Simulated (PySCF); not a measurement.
# Spin-Hamiltonian simulation

Molecule: `C(=C)/C=C/C=C`, C₆H₈.

Geometry:
```tsv
atom	x (Å)	y (Å)	z (Å)
C1	3.067	0.080	-0.364
C2	1.870	0.058	0.243
C3	0.602	0.011	-0.451
C4	-0.602	-0.011	0.164
C5	-1.870	-0.058	-0.530
C6	-3.067	-0.080	0.078
H7	3.150	0.063	-1.455
H8	3.998	0.115	0.207
H9	1.826	0.076	1.339
H10	0.635	-0.008	-1.547
H11	-0.635	0.008	1.261
H12	-1.826	-0.076	-1.625
H13	-3.150	-0.063	1.169
H14	-3.998	-0.115	-0.493
```

Theory: geometry: PBE0-D3(BJ)/def2-SVP, shielding tensors at KT3/pcSseg-2 (GIAO), couplings computed with B3LYP/pcJ-1 (without the spin–dipole term), in PySCF 2.14 (single conformer, in vacuum, non-relativistic Hamiltonian, averaged over atoms made equivalent by symmetry, fast rotation or ring inversion).

Referencing at the same level of theory: ¹H (31.35 ppm) against TMS.

Shifts (ppm): H7/H13 5.26, H8/H14 5.15, H9/H12 6.49, H10/H11 6.27.
Couplings (Hz): H7–H8, H13–H14: 1.5; H7–H9, H12–H13: 18.1; H7–H10, H11–H13: -1.2; H7–H11, H10–H13: 1.0; H7–H12, H9–H13: -0.4; H8–H9, H12–H14: 11.4; H8–H10, H11–H14: -1.4; H8–H11, H10–H14: 1.1; H8–H12, H9–H14: -0.4; H9–H10, H11–H12: 12.0; H9–H11, H10–H12: -0.9; H9–H12: 0.2; H10–H11: 16.0.

The 8-spin Hamiltonian (Zeeman plus full scalar coupling among like nuclei) was diagonalised exactly; lines are Lorentzian, 0.7 Hz wide, and the maxima above 3 % are listed with the tallest set to 100.

Task: Give the ¹H peak list of this spin system at 250 MHz.

Result: 
| Hz | ppm | height |
| --- | --- | --- |
| 1643.8 | 6.575 | 13 |
| 1642.1 | 6.568 | 4 |
| 1641.2 | 6.565 | 6 |
| 1639.5 | 6.558 | 7 |
| 1637.8 | 6.551 | 4 |
| 1636.6 | 6.546 | 6 |
| 1635.3 | 6.541 | 13 |
| 1632.5 | 6.530 | 29 |
| 1630.2 | 6.521 | 5 |
| 1629.1 | 6.516 | 12 |
| 1625.7 | 6.503 | 17 |
| 1624.6 | 6.498 | 16 |
| 1623.7 | 6.495 | 10 |
| 1621.2 | 6.485 | 23 |
| 1619.2 | 6.477 | 7 |
| 1617.9 | 6.471 | 15 |
| 1614.7 | 6.459 | 33 |
| 1611.7 | 6.447 | 11 |
| 1609.8 | 6.439 | 5 |
| 1609.2 | 6.437 | 5 |
| 1607.3 | 6.429 | 12 |
| 1606.4 | 6.426 | 10 |
| 1605.5 | 6.422 | 6 |
| 1603.3 | 6.413 | 24 |
| 1591.9 | 6.368 | 5 |
| 1585.2 | 6.341 | 9 |
| 1584.7 | 6.339 | 9 |
| 1572.5 | 6.290 | 100 |
| 1569.8 | 6.279 | 32 |
| 1569.2 | 6.277 | 41 |
| 1564.9 | 6.259 | 34 |
| 1563.9 | 6.256 | 30 |
| 1561.4 | 6.246 | 44 |
| 1560.9 | 6.244 | 40 |
| 1324.2 | 5.297 | 71 |
| 1322.7 | 5.291 | 76 |
| 1306.7 | 5.227 | 62 |
| 1305.4 | 5.221 | 73 |
| 1293.6 | 5.174 | 74 |
| 1292.0 | 5.168 | 63 |
| 1282.7 | 5.131 | 66 |
| 1281.3 | 5.125 | 72 |

Task: And at 700 MHz?

Result: 
Hz from δ = 0 (height): 4563.7 (18), 4562.2 (6), 4561.2 (8), 4559.9 (9), 4559.5 (10), 4557.8 (6), 4556.5 (8), 4555.2 (15), 4552.4 (36), 4550.1 (6), 4549.0 (17), 4548.0 (7), 4545.6 (25), 4544.4 (20), 4543.4 (11), 4542.2 (19), 4541.2 (27), 4538.9 (8), 4537.8 (18), 4536.7 (7), 4534.4 (38), 4531.4 (16), 4530.3 (8), 4529.0 (6), 4527.1 (12), 4525.7 (9), 4524.7 (6), 4523.1 (22), 4407.7 (6), 4407.0 (6), 4394.4 (100), 4391.1 (45), 4386.5 (42), 4385.9 (33), 4383.2 (82), 4370.5 (4), 4369.9 (4), 3691.5 (86), 3690.1 (80), 3673.8 (74), 3672.4 (85), 3611.2 (85), 3609.8 (73), 3600.1 (74), 3598.8 (82)

Task: Among coupled protons with different shifts, which pair is furthest from first order, and how does the field change that?

Result: H9 and H10: Δν/J is about 4.6 at 250 MHz (intermediate, with clear roofing) and 12.8 at 700 MHz (close to first order). J in Hz doesn't depend on the field, while Δν in Hz grows in proportion to it. The system also holds chemically equivalent protons that couple differently to a partner (AA′BB′ or AA′XX′ type), and that part stays second order at any field.

Unscaled 3J(H,H) at this level run about 10 % above measured values.
